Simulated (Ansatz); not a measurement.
Rutile MnF2 was calculated with BLYP in Ansatz (PAW).

Settings: plane-wave cutoff 520 eV, 8×8×10 k mesh (along the axes of the cell as run), Fermi–Dirac smearing 0.01 eV, spin-polarised with opposed moments, scalar-relativistic PAW data made under PBE.

Cell (measured lattice):

```xyz
6
Lattice="4.8738 0.0000 0.0000 0.0000 4.8738 0.0000 0.0000 0.0000 3.3107" Properties=species:S:1:pos:R:3 pbc="T T T"
Mn     0.0000     0.0000     0.0000
Mn     2.4369     2.4369     1.6553
F      1.4811     1.4811     0.0000
F      3.9180     0.9558     1.6553
F      0.9558     3.9180     1.6553
F      3.3927     3.3927     0.0000
```
Starting moments (μB, in the order of the record's atoms Mn Mn F F F F): 5.0 -5.0 0.0 0.0 0.0 0.0.

Estimate the band gap, smallest direct gap on the k points sampled and magnetic moment (largest site, within a sphere) that the calculation returns.


band gap: 2.14 eV (indirect)
smallest direct gap on the k points sampled: 2.21 eV
magnetic moment (largest site, within a sphere): 4.13 μB

Measured, for comparison: band gap 9.9 eV (temperature not stated, no zero-point or thermal correction, the source doubts the polymorph; as tabulated in Das and Bazhirov (2019), arXiv:1808.05325). Computed (rounded) less measured: band gap not scored (a reference that its source doubts or gives as a wide range).

Note: cell and atoms aren't relaxed at this level (largest force component 0.05 eV/Å, pressure 4.7 GPa); without U or exact exchange, gaps and moments of open d shells tend to come out too small.

Moments are spin moments.

The computed numbers hold no vibrational or temperature effects.

Ansatz is a first-principles code.
